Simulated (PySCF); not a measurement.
All values below come from PBE0-D3(BJ)/def2-TZVP run with PySCF 2.14.0. All species are isolated molecules in the gas phase. 

Reference species (SMILES): `[SiH2]` (excited triplet) (neutral, multiplicity 3).

```json
{
  "dipole_moment": "0.04 D"
}
```

Changed species: `[SiH][SiH3]` (excited triplet) (X = silyl, multiplicity 3; the reference has X = H, multiplicity 3).

Problem. Give the shifts of the dipole moment.

Solution. the dipole moment increases by 0.12 D, to 0.16 D.
